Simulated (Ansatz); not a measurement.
# Rock-salt HfN: properties by level of theory

Reference values: lattice constant a 4.524 Å (measured, room temperature, not corrected to a static lattice; as tabulated in Seo, Lee, Wen, Petrov, Greene, Gall, J. Appl. Phys. 96, 878 (2004)); bulk modulus 260 GPa (measured, room temperature, no zero-point or thermal correction, our sources range from 260 to 306; as tabulated in Synthesis of Binary Transition Metal Nitrides, Carbides and Borides from the …).

```json
[
 {"level (code)": "PBEsol+SOC (Ansatz)", "lattice constant a (Å)": "4.499", "bulk modulus B0 (GPa)": "284"},
 {"level (code)": "PBEsol-D3(BJ) (Ansatz)", "lattice constant a (Å)": "4.472", "bulk modulus B0 (GPa)": "297"},
 {"level (code)": "rVV10 (Ansatz)", "lattice constant a (Å)": "___", "bulk modulus B0 (GPa)": "___"},
 {"level (code)": "LC-ωPBE (Ansatz)", "lattice constant a (Å)": "4.501", "bulk modulus B0 (GPa)": "308"},
 {"level (code)": "Hartree–Fock (Ansatz)", "lattice constant a (Å)": "___", "bulk modulus B0 (GPa)": "287"}
]
```

Question: Complete the blanks.

Answer: 
- rVV10 (Ansatz, an electronic-structure program), lattice constant a (Å): 4.577
- rVV10 (Ansatz), bulk modulus B0 (GPa): 256
- Hartree–Fock (Ansatz), lattice constant a (Å): 4.581

Ansatz's density-functional and Hartree–Fock values are scalar-relativistic unless marked +SOC, with PAW data made under PBE.

The computed numbers hold no vibrational or temperature effects.
